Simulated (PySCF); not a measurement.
# AlC (quartet) at other levels of theory

Aim: see what other functionals and later steps give for AlC (quartet).

Computed with PySCF 2.14.0. Level: method and basis as typed in the scripts.

**1. Starting geometry**

AlC (quartet): 2 atoms, charge 0, spin multiplicity 4.

Bond lengths: Al1–C2 2.000 Å.

**2. The base run**

input.py reads:

```python
from pyscf import gto, scf, cc

mol = gto.M(
    atom='Al 0 0 0; C 0 0 2',
    basis='cc-pvdz-dk',
    charge=0,
    spin=3,
    symmetry=True,
    verbose=3,
)
mf = scf.UHF(mol)
mf = mf.sfx2c1e()
mf.kernel()
mycc = cc.CCSD(mf, frozen=6)
mycc.kernel()
mycc.ccsd_t()
mf.dip_moment()
print('orbital energies (hartree):', [e[max(0, n-3):n+3].round(4) for e, n in zip(mf.mo_energy, mol.nelec)])
```

Run with:

```sh
OMP_NUM_THREADS=1 python input.py
```

The log of this run is left out.

In short: E(SCF) = -280.100335 Eh, E(CCSD) − E(SCF) = -0.13681 Eh, (T) = -0.00450 Eh, ⟨S²⟩ = 3.756, μ = 1.15 D (of the SCF density).

The bond length is a typed value, not an optimised one. The quartet is typed in the script; nothing here shows that it is the ground state.

**3. X3lyp (UKS)**

Edit 1 changes functional: none (Hartree–Fock) → x3lyp; SCF type: UHF → UKS; step after the SCF: ccsd(t) → analyze.

input.py reads:

```python
from pyscf import gto, dft

mol = gto.M(
    atom='Al 0 0 0; C 0 0 2',
    basis='cc-pvdz-dk',
    charge=0,
    spin=3,
    symmetry=True,
    verbose=3,
)
mf = dft.UKS(mol, xc='x3lyp')
mf = mf.sfx2c1e()
mf.kernel()
mf.analyze()
print('orbital energies (hartree):', [e[max(0, n-3):n+3].round(4) for e, n in zip(mf.mo_energy, mol.nelec)])
```

Run with:

```sh
OMP_NUM_THREADS=1 python input.py
```

**4. Stability test**

Edit 2 changes step after the SCF: ccsd(t) → stability; point-group symmetry: on → off.

input.py reads:

```python
from pyscf import gto, scf

mol = gto.M(
    atom='Al 0 0 0; C 0 0 2',
    basis='cc-pvdz-dk',
    charge=0,
    spin=3,
    verbose=3,
)
mf = scf.UHF(mol)
mf = mf.sfx2c1e()
mf.kernel()
mf.stability(internal=True, external=True)
mf.dip_moment()
print('orbital energies (hartree):', [e[max(0, n-3):n+3].round(4) for e, n in zip(mf.mo_energy, mol.nelec)])
```

**5. EOM-IP**

Edit 3 changes step after the SCF: ccsd(t) → eomip; frozen orbitals: 6 → none; number of roots: none → 5.

Edit input.py of step 2 so:

```diff
@@ -13,5 +13,6 @@
 mf.kernel()
-mycc = cc.CCSD(mf, frozen=6)
+mycc = cc.CCSD(mf)
 mycc.kernel()
-mycc.ccsd_t()
+e = mycc.ipccsd(nroots=5)[0]
+print('roots (eV) =', (e*27.211386).round(3))
 mf.dip_moment()
```

**6. CASCI (ROHF)**

Edit 4 changes step after the SCF: ccsd(t) → casci; SCF type: UHF → ROHF; active space: none → 5 electrons in 6 orbitals.

input.py reads:

```python
from pyscf import gto, scf, mcscf

mol = gto.M(
    atom='Al 0 0 0; C 0 0 2',
    basis='cc-pvdz-dk',
    charge=0,
    spin=3,
    symmetry=True,
    verbose=3,
)
mf = scf.ROHF(mol)
mf = mf.sfx2c1e()
mf.kernel()
mc = mcscf.CASCI(mf, 6, 5)
mc.kernel()
mc.analyze()
mf.dip_moment()
print('orbital energies (hartree):', mf.mo_energy[..., max(0, mol.nelec[1]-3):mol.nelec[0]+3].round(4))
```

What does the calculation give? Wanted: for each run, E(SCF); from base; gap, α spin; dipole; after the SCF.

As calculated:

| run | E(SCF) (hartree) | from base (eV) | gap, α spin (eV) | dipole (D) | after the SCF |
| --- | --- | --- | --- | --- | --- |
| base | -280.100335 | 0 | 9.82 | 1.15 | CCSD(T) correlation -3.845 eV |
| x3lyp (UKS) | -280.753760 | not comparable | 4.75 | 1.80 | n/a |
| stability test | -280.100335 | 0.0000 | 9.82 | 1.15 | stable |
| EOM-IP | -280.100335 | 0.0000 | 9.82 | 1.15 | CCSD correlation -3.892 eV, first root 8.50 eV |
| CASCI (ROHF) | -280.098459 | +0.0511 | n/a | 1.05 | CASCI correlation -0.411 eV |

Total energies of different functionals can't be compared with each other; differences within one functional can.
